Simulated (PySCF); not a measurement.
## Two-photon absorption: `C[C@@H]1S[C@@H]1C`, C₄H₈S

Geometry:
```json
{"atom": "C1", "x (Å)": "1.555", "y (Å)": "0.401", "z (Å)": "0.249"}
{"atom": "C2", "x (Å)": "0.723", "y (Å)": "-0.656", "z (Å)": "-0.415"}
{"atom": "S3", "x (Å)": "-0.070", "y (Å)": "-0.290", "z (Å)": "-2.007"}
{"atom": "C4", "x (Å)": "-0.759", "y (Å)": "-0.649", "z (Å)": "-0.366"}
{"atom": "C5", "x (Å)": "-1.533", "y (Å)": "0.414", "z (Å)": "0.357"}
{"atom": "H6", "x (Å)": "2.548", "y (Å)": "0.444", "z (Å)": "-0.201"}
{"atom": "H7", "x (Å)": "1.103", "y (Å)": "1.388", "z (Å)": "0.154"}
{"atom": "H8", "x (Å)": "1.676", "y (Å)": "0.173", "z (Å)": "1.313"}
{"atom": "H9", "x (Å)": "1.172", "y (Å)": "-1.646", "z (Å)": "-0.401"}
{"atom": "H10", "x (Å)": "-1.216", "y (Å)": "-1.634", "z (Å)": "-0.323"}
{"atom": "H11", "x (Å)": "-2.566", "y (Å)": "0.437", "z (Å)": "0.007"}
{"atom": "H12", "x (Å)": "-1.105", "y (Å)": "1.403", "z (Å)": "0.199"}
{"atom": "H13", "x (Å)": "-1.547", "y (Å)": "0.205", "z (Å)": "1.432"}
```

Theory: PySCF, TDDFT CAM-B3LYP/def2-TZVPD excited states, vertical, gas phase. Geometry: PBE0-D3(BJ)/def2-TZVP.

Task: Give the one- and two-photon strengths of the lowest singlets.

Result: δ for parallel linear polarisation; σ at the peak of a Lorentzian of half width 0.1 eV, single beam; Ω is circular over linear.
| state | E (eV) | f | photon λ (nm) | δ (au) | σ (GM) | Ω | main |
| --- | --- | --- | --- | --- | --- | --- | --- |
| S1 | 4.78 | 0.000 | 519 | 5.14 | 0.04 | 1.50 | HOMO→LUMO+1 0.71, HOMO→LUMO+4 0.15 |
| S2 | 5.98 | 0.049 | 415 | 114 | 1.49 | 1.50 | HOMO→LUMO 0.68, HOMO→LUMO+3 0.17 |
| S3 | 6.09 | 0.018 | 407 | 38.9 | 0.53 | 0.82 | HOMO→LUMO+2 0.73, HOMO→LUMO 0.13 |
| S4 | 6.60 | 0.016 | 375 | 469 | 7.50 | 0.16 | HOMO→LUMO+3 0.70, HOMO→LUMO 0.11 |
| S5 | 6.89 | 0.006 | 360 | 107 | 1.87 | 1.50 | HOMO→LUMO+4 0.42, HOMO→LUMO+1 0.28 |
| S6 | 7.36 | 0.017 | 337 | 137 | 2.71 | 1.37 | HOMO→LUMO+5 0.52, HOMO→LUMO+10 0.09 |

Among these, the strongest one-photon state is S2, the strongest two-photon state S4, with a dipole change of 5.5 D (relaxed, norm of the difference vector).
